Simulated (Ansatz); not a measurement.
Ansatz (a program for electronic structure) input:

Ansatz 0.2 input:
```yaml
crystal:
  periodic: [false, false, false]
  atoms:
    - {symbol: C, position_ang: [0.00338377, 0.10886783, 0.55856994]}
    - {symbol: C, position_ang: [-0.00493192, 1.40362732, -0.22443988]}
    - {symbol: C, position_ang: [0.00154860, -1.23332597, -0.22868881]}
    - {symbol: H, position_ang: [-0.86721713, 0.06866735, 1.23737251]}
    - {symbol: H, position_ang: [0.88297494, 0.07298702, 1.22592807]}
    - {symbol: H, position_ang: [0.00802955, -2.13036317, 0.42385519]}
    - {symbol: H, position_ang: [0.88047196, 1.44474346, -0.88717900]}
    - {symbol: H, position_ang: [-0.89911906, 1.44035123, -0.87554232]}
    - {symbol: H, position_ang: [-0.88326491, -1.28787415, -0.87278214]}
    - {symbol: H, position_ang: [0.87812193, -1.28352684, -0.88429978]}
basis:
  gaussian:
    orbitals: aug-cc-pVDZ
total_charge: -1
magnetization: {spin_polarized: false}
correlation: {method: ccsd_t, electrons: outside_noble_gas}
output: {forces: true}
```

Task: Which total energy does the run end on?

Result: -118.13009 Eh (CCSD(T)/aug-cc-pVDZ). The basis has 132 functions. The run takes roughly 4 core-minutes.

It need not be the lowest isomer of its formula. Whether it binds its extra electron was not tested at this geometry.
